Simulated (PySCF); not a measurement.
## `[H][P@TB1](C)(C)(C)C=C`, C$_{5}$H$_{13}$P

Geometry (Å), atoms numbered from 1 in this order:
```xyz
19

C     1.6949    0.9159   -1.2454
C     1.0564   -0.1010   -0.6600
P    -0.4924   -0.1589    0.5168
C    -0.7111    1.6661    0.5378
C    -1.4372   -1.1441   -0.7322
C     0.5210   -0.9259    1.8603
H     1.3928    1.9606   -1.1163
H     2.5654    0.7571   -1.8935
H     1.4539   -1.1104   -0.8661
H    -1.6845   -0.3445    1.4295
H    -1.5647    1.9390    1.1702
H     0.2051    2.1381    0.9197
H    -0.8754    2.0256   -0.4878
H    -2.4529   -0.7259   -0.7804
H    -1.5215   -2.1708   -0.3429
H    -0.9762   -1.1601   -1.7295
H     1.6049   -0.8495    1.6965
H     0.2290   -1.9856    1.9269
H     0.2352   -0.4446    2.8066
```

Level of theory: GIAO KT3/pcSseg-1 magnetisability, rotational g tensor and spin-rotation constants, non-relativistic, gas phase (PySCF). Geometry: PBE0-D3(BJ)/def2-SVP.

(1) How diamagnetic is it, and how anisotropic?

(2) Split it along the inertial axes a, b, c into diamagnetic and paramagnetic parts about the centre of mass, with the quadrupole moment.

(3) And the rotational g tensor?

## Answers

(1) Isotropic -1157 × 10⁻³⁰ J/T², or -69.7 × 10⁻⁶ cm³/mol; principal values -1226, -1216, -1030 × 10⁻³⁰ J/T², anisotropy 191 × 10⁻³⁰ J/T² (root of half the summed squared differences of the principal values). The susceptibility is in cgs units.

(2) 
| axis | χ (10⁻⁶ cm³/mol) | diamagnetic (10⁻⁶ cm³/mol) | paramagnetic (10⁻⁶ cm³/mol) | summed x² of all electrons (Å²) | quadrupole Θ (D Å) |
| --- | --- | --- | --- | --- | --- |
| a | -71.9 | -558.1 | 486.2 | 105.4 | -4.32 |
| b | -73.2 | -721.5 | 648.3 | 66.9 | +0.87 |
| c | -64.0 | -730.8 | 666.8 | 64.7 | +3.45 |

Anisotropies 2χaa − χbb − χcc = -6.5 and 2χbb − χaa − χcc = -10.5 × 10⁻⁶ cm³/mol. Θ is traceless in Buckingham's convention.

(3) 
| axis | rotational constant (GHz) | g | nuclear part | electronic part |
| --- | --- | --- | --- | --- |
| a | 2.9205 | -0.0159 | 0.6512 | -0.6671 |
| b | 2.1127 | -0.0132 | 0.6302 | -0.6434 |
| c | 2.0720 | -0.0234 | 0.6257 | -0.6491 |

Asymmetric top; isotopes 12C, 1H, 31P; no vibrational averaging.
